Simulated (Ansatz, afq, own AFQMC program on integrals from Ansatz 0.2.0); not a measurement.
BNH2, triplet in cc-pVDZ, levels against CCSDT(Q)

```xyz
4

B     0.0000   -0.1240    0.7739
N     0.0000   -0.0224   -0.5980
H     0.0000    0.9564    1.3306
H     0.0000    0.6853   -1.3215
```

Connectivity, by distances: BH–NH.

Basis cc-pVDZ. Only valence electrons are correlated. Integrals, coupled cluster, full CI and functionals: Ansatz 0.2.0; the random walks run on the same integrals in our own AFQMC program. The CISD trial takes its coefficients from CCSD amplitudes. Released means that phaseless walkers are propagated on without the constraint, phases kept. Free AFQMC starts from the CCSD state and is never constrained. Its projection time is finite, and what remains of the start isn't in its error. Error bars are statistical, one sigma.

Determinant: ROHF, the one that the program's search chose, which needn't be the lowest solution. The geometry is a PBE0/def2-TZVP stationary point of this or a neighbouring charge and spin state.

No full CI on the walks' own integrals is used here; CCSDT(Q) serves as the reference and is uncertain by about the last step of the cluster series.

Cautions: lower spins were not checked.

The T1 diagnostic is 0.0282. The weight of the determinant in the CISD state is 0.893 and the size of the correlated space is 10 electrons in 36 orbitals.

Reference: CCSDT(Q), correlation energy -6.493 eV. The released energy is read at 2.40 1/Eh (meV from the phaseless value at times in 1/Eh: -2 ± 13 at 0.24, -9 ± 12 at 0.51, -22 ± 13 at 0.99, -14 ± 13 at 1.62, -25 ± 20 at 2.40).

```
         level  E − E(reference) (mEh)  share of correlation (%)
            HF                  238.63                      0.00
           MP2                   37.54                     84.27
          CCSD                    8.39                     96.48
       CCSD(T)                    1.78                     99.25
         CCSDT                    0.45                     99.81
 ph-AFQMC/CISD             0.14 ± 0.45                     99.94
released AFQMC            -0.78 ± 0.74                    100.33
    free AFQMC             0.69 ± 0.50                     99.71
```

Free projections are given only where their last times agree within the noise and don't stop above the reference; a slow remainder of the start can still hide under it. A walk keeps the symmetry of its determinant, which the program's search chose and which needn't be the lowest solution, so a lower state of the same spin and another symmetry isn't excluded. Released energies are given only where the last usable release times agree within the noise; a slower fall can still hide under it.
